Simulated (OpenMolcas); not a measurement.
**SO3 (sulfur trioxide): HF/cc-pCVTZ (RICD fitting, PCM cyclohexane)**

What is the vertical singlet–triplet gap of SO3 (sulfur trioxide) at HF/cc-pCVTZ (RICD fitting, PCM cyclohexane)? 

The results are computed with OpenMolcas 26.06.

2 further runs of the same task are left out: 2 set aside as unsound or not needed.

## (1) The molecule

The species is SO3 (4 atoms), meant as a singlet with charge 0. SMILES: `O=S(=O)=O`. The coordinates come from a GFN2-xTB relaxation.

Bond lengths: O1–S2 1.418 Å, S2–O3 1.418 Å, S2–O4 1.418 Å. Angles: O1–S2–O3 120.0°, O1–S2–O4 120.0°, O3–S2–O4 120.0°.

## (2) A single-point energy at HF/cc-pCVTZ (RICD fitting, PCM cyclohexane)

Contents of job.inp:

```
&GATEWAY
 BasLib = $CurrDir
 BasisSet
 O.cc-pCVTZ....
 O1 -1.120230 -0.683760 0.536200 angstrom
 O3 1.307630 -0.327510 0.440320 angstrom
 O4 -0.187450 1.011420 -0.976150 angstrom
 End of Basis
 BasisSet
 S.cc-pCVTZ....
 S2 0.000050 -0.000150 -0.000380 angstrom
 End of Basis
 RICD
 RF-Input
 PCM-Model
 Solvent=cyclohexane
 End of RF-Input

&SEWARD

&SCF
 PrOrbitals = 1 2
```

The basis set cc-pCVTZ is read from a file made from the Basis Set Exchange's data (not shown).

The run is started by

```sh
export MOLCAS_MEM=1860
pymolcas job.inp > job.log
```

The program printed:

```text
--- Start Module: gateway ---
[...]
--- Stop Module: gateway /rc=_RC_ALL_IS_WELL_ ---
[...]
--- Start Module: seward ---
[...]
      Basis functions          188
--- Stop Module: seward /rc=_RC_ALL_IS_WELL_ ---
[...]
--- Start Module: scf ---
[...]
       Convergence after  12 Iterations
[...]
::    Total SCF energy                               -622.1696919287
[...]
      Total spin, S                                     0.0000000000
[...]
      Total electronic charge=   40.000000
      Total            charge=   -0.000000
[...]
      Dipole Moment (debye):
      Origin of the operator (angstrom)=    0.0000   -0.0000   -0.0001
                   X= -2.1747E-04               Y= -5.8092E-04               Z= -3.4911E-03           Total=  3.5458E-03
      Quadrupole Moment (debye*angstrom):
[...]
--- Stop Module: scf /rc=_RC_ALL_IS_WELL_ ---
[...]
```

Run time: 22 s. Hardware: 1 thread of Intel Xeon Platinum 8488C (Sapphire Rapids), shared host; peak memory 0.23 GiB.

## (3) The triplet at the same level

Contents of job.input:

```
* O3S Hartree-Fock

&GATEWAY
 BasLib = $CurrDir
 BasisSet
 O.cc-pCVTZ....
 O1 -1.120230 -0.683760 0.536200 angstrom
 O3 1.307630 -0.327510 0.440320 angstrom
 O4 -0.187450 1.011420 -0.976150 angstrom
 End of Basis
 BasisSet
 S.cc-pCVTZ....
 S2 0.000050 -0.000150 -0.000380 angstrom
 End of Basis
 RICD
 RF-Input
 PCM-Model
 Solvent=cyclohexane
 End of RF-Input

&SEWARD

&SCF
 UHF
 Spin = 3
 PrOrbitals = 1 2
```

The basis set cc-pCVTZ is read from a file made from the Basis Set Exchange's data (not shown).

The run is started by

```sh
export MOLCAS_MEM=1860
pymolcas job.input > job.log
```

The program printed:

```text
--- Start Module: gateway ---
[...]
--- Stop Module: gateway /rc=_RC_ALL_IS_WELL_ ---
[...]
--- Start Module: seward ---
[...]
      Basis functions          188
--- Stop Module: seward /rc=_RC_ALL_IS_WELL_ ---
[...]
--- Start Module: scf ---
[...]
       Convergence after  21 Iterations
[...]
::    Total SCF energy                               -621.9657442525
[...]
      Total spin, S                                     1.0366498795
[...]
      Total electronic charge=   40.000000
      Total            charge=   -0.000000
[...]
      Dipole Moment (debye):
      Origin of the operator (angstrom)=    0.0000   -0.0000   -0.0001
                   X= -4.8731E-04               Y= -8.3188E-03               Z= -1.3563E-02           Total=  1.5918E-02
      Quadrupole Moment (debye*angstrom):
[...]
--- Stop Module: scf /rc=_RC_ALL_IS_WELL_ ---
[...]
```

Run time: 45 s. Hardware: 1 thread of Intel Xeon Platinum 8488C (Sapphire Rapids), shared host; peak memory 0.23 GiB.

## (4) Outcome

At HF/cc-pCVTZ (RICD fitting, PCM cyclohexane):

| quantity | value |
| --- | --- |
| singlet: total energy | -622.16969 Eh |
| singlet: dipole moment | 0.00 D |
| singlet: HOMO energy | -14.55 eV |
| singlet: LUMO energy | 1.97 eV |
| singlet: HOMO–LUMO gap | 16.51 eV |
| triplet: total energy | -621.96574 Eh |
| triplet: dipole moment | 0.02 D |
| triplet: HOMO energy (highest over α and β) | -8.48 eV |
| triplet: LUMO energy (lowest over α and β) | -3.10 eV |
| triplet: ⟨S²⟩ | 2.111 |
| vertical energy of the triplet above the singlet | 5.550 eV |

At this shape the triplet lies 5.55 eV (128 kcal/mol) above the singlet. Mulliken charges (singlet) run from -0.44 on O3 to +1.32 on S2. ⟨S²⟩ (triplet) is 2.11 where a pure triplet has 2.00: the reference is spin-contaminated. Mulliken charges (triplet) run from -0.33 on O3 to +1.00 on S2.
